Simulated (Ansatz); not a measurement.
Born–Oppenheimer molecular dynamics of H₆NSSi (9 atoms, charge 0, multiplicity 2). It starts from a rough guess of a transition structure, not a stationary point.

These are results of Ansatz, UKS PBE/6-31G*, not measurements.

```
ensemble                      : NVE (velocity Verlet)
time step                     : 0.5 fs
steps asked                   : 150
starting velocities drawn for : 100 K
seed                          : 912641
```

First frame:

```xyz
9
Properties=species:S:1:pos:R:3
H 0.225 -1.173 -0.087
Si -0.703 0.442 -0.235
N 0.304 1.782 0.108
S 1.233 -2.644 0.119
H -1.733 0.392 0.788
H -1.110 0.535 -1.627
H 1.004 2.062 -0.560
H 0.639 1.927 1.046
H 0.142 -3.323 0.448
```

(1) How far do the bonds stretch over the last three quarters of this one trajectory? (Pairs bonded in most of those frames.)

## Answers

(1) 
```tsv
bond	mean (Å)	spread (Å)	shortest	longest
H1–Si2	1.664	0.093	1.51	1.81
H1–S4	1.704	0.127	1.51	1.93
Si2–N3	1.748	0.028	1.70	1.78
Si2–H5	1.507	0.033	1.45	1.55
Si2–H6	1.513	0.052	1.43	1.59
N3–H7	1.022	0.011	1.00	1.04
N3–H8	1.022	0.010	1.01	1.04
S4–H9	1.366	0.028	1.32	1.40
```

Pairs bonded in part of these frames only: H1–Si2 82 %, H1–S4 61 %.

Mean temperature of the second half: 184 K. The conserved energy stayed within 0.12 meV per atom of its start (net change -0.091 meV per atom), so the integration is sound. The kinetic energy rose, since the run started high on the potential surface and went downhill. A run of 0.075 ps of so small a system gives no equilibrium averages.

The run took 7.7 min on 1 thread of Arm Neoverse V2, on a shared host, peak memory 0.13 GiB.
